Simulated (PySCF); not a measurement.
# C3H8O2 (1,2-propanediol): the cost of one run

The runs use PySCF 2.14.0, with density-fitted response routines of our own; the level of theory stands in each step. All values are computed, except where a source is named. Atoms count from 0, in the outputs and in this text.

## 1. The starting structure

13 atoms, charge 0, multiplicity 1; geometry from: MMFF94s.

Bonds of the start (Å): C0–C1 1.52, C1–O2 1.43, C1–C3 1.53, C3–O4 1.43, C0–H5 1.10, C0–H6 1.09, C0–H7 1.10, C1–H8 1.10, O2–H9 0.97, C3–H10 1.09, C3–H11 1.09, O4–H12 0.98.

## 2. Optimising the geometry at PBE0-D3(BJ)/def2-SVP

Job settings and geometry (Å):

```
{"job": {"xc": "PBE0", "basis": "def2-SVP", "d3": "d3bj", "grid": 1, "kind": "geom"}, "charge": 0, "multiplicity": 1}
C     -1.163949     0.644554    -0.333867
C     -0.171127    -0.503453    -0.209975
O     -0.324375    -1.107037     1.080152
C      1.280905    -0.032506    -0.339161
O      1.607811     0.856636     0.727887
H     -2.190086     0.269814    -0.252389
H     -1.058304     1.158083    -1.294194
H     -1.034525     1.373489     0.473381
H     -0.378577    -1.263056    -0.971171
H     -1.246735    -1.410819     1.148830
H      1.964878    -0.884623    -0.270215
H      1.453827     0.481275    -1.289284
H      1.260257     0.417642     1.530007
```

Started as:

```bash
$ OMP_NUM_THREADS=1 python probes_run.py task.json out
```

The driver reads the jobs from task.json and runs them one after another.

Q: Estimate the wall time and peak memory of this first job on 1 thread of Intel Xeon 6975P-C, shared host.

About 22 s, with a peak of 0.46 GiB.
